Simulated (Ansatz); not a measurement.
Reaction: C2H5F (SMILES CCF) → CH3 (SMILES [CH3], doublet) + CH2F (SMILES [CH2]F, doublet) (the C-C bond breaks)
Each species at its own B3LYP-D3(BJ)/def2-TZVP minimum (Ansatz, a quantum-chemistry and plane-wave program).

Total energies in hartree (Ansatz). Open shells are spin-unrestricted; no spin-orbit coupling. Cores are frozen in correlated methods. No relativity.

```tsv
species	HF/cc-pVTZ	CCSD(T)/cc-pVTZ	HF/cc-pVQZ	CCSD(T)/cc-pVQZ	CCSD(T)/cc-pVDZ	CCSDT(Q)/cc-pVDZ
1: C2H5F (fluoroethane, SMILES FCC)	-178.14915	-178.80375	-178.16297	-178.86058	-178.61137	-178.61290
2: CH3 (SMILES [CH3], doublet)	-39.57748	-39.76098	-39.58026	-39.77245	-39.71583	-39.71634
3: CH2F (SMILES [CH2]F, doublet)	-138.46090	-138.88721	-138.47244	-138.93090	-138.74304	-138.74414
```

Problem. Work out the bond dissociation energy (electronic) in kcal/mol: take Hartree-Fock from cc-pVQZ, extrapolate the CCSD(T) correlation energy as X^-3 (X = 3, 4), and add CCSDT(Q) - CCSD(T) in cc-pVDZ. 1 hartree = 627.51 kcal/mol.

Solution. 
Species 1: correlation (64·(-0.69761) - 27·(-0.65460))/37 = -0.72900; step -0.00153; E1 = -178.16297 + (-0.72900) + (-0.00153) = -178.89350
Species 2: correlation (64·(-0.19219) - 27·(-0.18350))/37 = -0.19853; step -0.00051; E2 = -39.58026 + (-0.19853) + (-0.00051) = -39.77930
Species 3: correlation (64·(-0.45846) - 27·(-0.42631))/37 = -0.48192; step -0.00110; E3 = -138.47244 + (-0.48192) + (-0.00110) = -138.95546
-1·E1 +1·E2 +1·E3 = 0.15874 hartree = 99.6 kcal/mol.
